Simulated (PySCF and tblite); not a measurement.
1,3-difluoropropane, C3H6F2, numbered as in [F:1][CH2:2][CH2:3][CH2:4][F:5].

Conformers came from 90 starts (ETKDG and KDG, MMFF94s, GFN2-xTB); geometries are PBE0-D3(BJ)/def2-SVP. Weights use PBE0-D3(BJ)/def2-TZVP energies plus GFN2-xTB zero-point and thermal terms (modes under about 100 cm⁻¹ blended into free rotors). Symmetry numbers and mirror images are counted. Conformers within 3 kcal/mol (GFN2-xTB free energy) were kept, 8 at most. Couplings: B3LYP/pcJ-1 (gas phase; spin-dipole term only for pairs with B, N, F, Si or P). Couplings are for ¹³C, ¹⁹F, ¹H; a prime marks the second kind of pair between the same two sets of atoms. Codes: tblite and PySCF.

Torsions listed: F1–C2–C3–C4, C2–C3–C4–F5. Of a mirror pair one member is shown.

```
conformer       shape  weight %
        1  -61°, -61°      61.5
        2  -60°, 179°      35.6
        3  180°, 180°       1.8
        4   66°, -67°       1.1
```

Give the couplings in each conformer and the averages at 298.15 K (pairs that fast motion interchanges averaged).


| coupling | pairs | 1 | 2 | 3 | 4 | average (Hz) |
| --- | --- | --- | --- | --- | --- | --- |
| ¹J(F1,C2) | 2 | -233.0 | -234.6 | -239.1 | -244.2 | -233.8 |
| ²J(F1,C3) | 2 | 19.6 | 18.6 | 18.3 | 19.5 | 19.2 |
| ³J(F1,C4) | 2 | 3.4 | 8.7 | 14.7 | 0.2 | 5.4 |
| ²J(F1,H2) | 4 | 54.1 | 54.1 | 53.5 | 54.2 | 54.1 |
| ³J(F1,H3) | 4 | 26.3 | 17.8 | 8.8 | 29.0 | 23.0 |
| ⁴J(F1,H4) | 4 | 1.0 | 0.7 | -1.6 | -0.1 | 0.8 |
| ¹J(C2,C3) | 2 | 40.1 | 39.7 | 39.3 | 40.8 | 40.0 |
| ¹J(C2,H2) | 4 | 155.7 | 153.6 | 150.5 | 151.7 | 154.8 |
| ²J(C2,H3) | 4 | -1.3 | -4.4 | -7.1 | -2.2 | -2.5 |
| ³J(C2,H4) | 4 | 5.7 | 4.5 | 1.1 | 7.5 | 5.2 |
| ²J(H2,C3) | 4 | -1.0 | -1.0 | -1.1 | -0.8 | -1.0 |
| ¹J(C3,H3) | 2 | 130.5 | 132.8 | 135.5 | 129.2 | 131.4 |
| ²J(H2,H2) | 2 | -10.3 | -10.7 | -10.1 | -11.1 | -10.5 |
| ³J(H2,H3) | 4 | 8.1 | 7.0 | 5.5 | 8.3 | 7.7 |
| ³J(H2,H3′) | 4 | 3.5 | 8.7 | 14.4 | 2.5 | 5.5 |
| ⁴J(H2,H4) | 2 | -0.7 | -0.5 | 0.0 | 0.7 | -0.6 |
| ²J(H3,H3) | 1 | -16.3 | -15.0 | -12.7 | -17.1 | -15.8 |

Computed couplings to fluorine can be off by tens of per cent at such levels.

F–F couplings are left out: such levels miss them by tens of Hz and can give the wrong sign.
